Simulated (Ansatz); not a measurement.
**CHPSi (triplet): wave-function methods side by side at a displaced geometry (v1), cc-pVDZ**

How much of the correlation energy of CHPSi (triplet) does each wave-function method recover here?

Computed with Ansatz 0.2.0, Gaussian basis. Level: cc-pVDZ, core rule «outside noble gas», up to 11 orbitals frozen.

The runs, in order: UHF; CCSD(T) on ROHF; CCSD(T) on UHF; BCCD(T) on ROHF; CISD; CCSDT(Q) on ROHF; CCSDT(Q) on UHF.

26 further runs of the same task are left out: 9 that didn't finish, 17 set aside as unsound or not needed.

**1. The system**

The geometry is a PBE0/def2-TZVP stationary point (not a proven minimum) with its atoms shifted at random (size 0.040 Å).

4 atoms, charge 0, spin multiplicity 3.

Atoms are counted from 1 here; the program's logs count them from 0.

Bond lengths: C1–P2 1.652 Å, C1–Si3 1.791 Å, P2–H4 1.431 Å. Angles: P2–C1–Si3 172.1°, C1–P2–H4 97.1°.

As a file:

```
C    -0.01723   -0.07733   -0.03794
P    -0.01806    0.05888    1.60852
Si    0.02990    0.01624   -1.82592
H    -0.07287   -1.34047    1.90070
```

**2. UHF**

Contents of in.yaml:

```yaml
crystal:
  periodic: [false, false, false]
  atoms:
    - {symbol: C, position_ang: [-0.017229, -0.077325, -0.037937]}
    - {symbol: P, position_ang: [-0.018062, 0.058876, 1.608516]}
    - {symbol: Si, position_ang: [0.029902, 0.016245, -1.825922]}
    - {symbol: H, position_ang: [-0.072875, -1.340468, 1.900701]}
basis:
  gaussian: {orbitals: cc-pVDZ}
magnetization: {spin_polarized: true, initial_magnetization: 2}
hamiltonian: {xc: hf}
output: {orbitals: {seedname: orbitals}}
```

On the command line:

```
> ansatz run in.yaml --threads 1 --pin off --events-out ev --progress --plain --max-ram 2393MiB
```

Further steps of the session: CCSD(T) on ROHF; CCSD(T) on UHF; BCCD(T) on ROHF; CISD; CCSDT(Q) on ROHF; CCSDT(Q) on UHF.

Q: Predict the results of all the runs planned. Wanted: RCCSDT(Q) below the RHF energy; RMP2 from RCCSDT(Q); UMP2 from RCCSDT(Q); RCCSD from RCCSDT(Q); RCCSD(T) from RCCSDT(Q); UCCSD(T) from RCCSDT(Q); UCCSDT(Q) from RCCSDT(Q); T1 diagnostic.

The runs gave:

| quantity | value |
| --- | --- |
| RCCSDT(Q) below the RHF energy | -9.8023 eV |
| RMP2 from RCCSDT(Q) | +1667.1 meV |
| UMP2 from RCCSDT(Q) | +1923.0 meV |
| RCCSD from RCCSDT(Q) | +565.7 meV |
| RCCSD(T) from RCCSDT(Q) | +100.7 meV |
| UCCSD(T) from RCCSDT(Q) | +109.0 meV |
| UCCSDT(Q) from RCCSDT(Q) | -5.7 meV |
| levels within 1 kcal/mol (43 meV) | UCCSDT, UCCSDT(Q) |
| T1 diagnostic | 0.045 |

What this shows: RCCSD(T) misses by +100.7 meV, 1.0 % of the correlation energy. These misses are within one basis, not against nature; the frozen cores of restricted and unrestricted runs differ, which can shift their rows.
